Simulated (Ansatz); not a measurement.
Worked example: correlation energy of H₂Si–Si⁺, doublet

Geometry: that of the H2Si–Si, singlet, kept fixed.

```json
{"atom": "Si", "x (Å)": "0.0000", "y (Å)": "0.0000", "z (Å)": "1.0300"}
{"atom": "Si", "x (Å)": "0.0000", "y (Å)": "0.0000", "z (Å)": "-1.1633"}
{"atom": "H", "x (Å)": "0.0000", "y (Å)": "1.2361", "z (Å)": "1.8580"}
{"atom": "H", "x (Å)": "0.0000", "y (Å)": "-1.2361", "z (Å)": "1.8580"}
```

Basis cc-pVDZ; Ansatz 0.2.0. Correlated methods freeze the noble-gas cores, which leaves 9 electrons in 36 orbitals. Prefix R: restricted or restricted open-shell reference.

Full CI isn't at hand for all of this; RCCSDTQ serves as the reference, and is uncertain by about the last step of the cluster series.

Runs differ by some tens of microhartree through their thresholds and, for an open shell, their frozen cores, so steps under 0.03 kcal/mol mean nothing.

| level | total energy (hartree) |
| --- | --- |
| RHF | -578.667246 |
| RMP2 | -578.806393 |
| RCCSD | -578.846298 |
| RCCSD(T) | -578.851760 |
| RCCSDT | -578.853159 |
| RCCSDT(Q) | -578.853436 |
| RCCSDTQ | -578.853480 |

Question: What is the correlation energy at RCCSDTQ, and what share of it do RMP2 and RCCSD(T) recover?

Answer: E(corr) = -578.853480 − (-578.667246) = -0.186234 hartree = -5.068 eV. RMP2: -0.139147 / -0.186234 = 74.72 %. RCCSD(T): -0.184514 / -0.186234 = 99.08 %.

Question: By how many kcal/mol does RCCSD(T) miss RCCSDTQ (1 hartree = 627.509 kcal/mol), and which steps make up the rest?

Answer: -578.851760 − (-578.853480) = 0.001720 hartree = 1.08 kcal/mol. Steps: RCCSDT − RCCSD(T) = -0.88, RCCSDT(Q) − RCCSDT = -0.17, RCCSDTQ − RCCSDT(Q) = -0.03 kcal/mol. Differences between like states or geometries often cancel part of this.
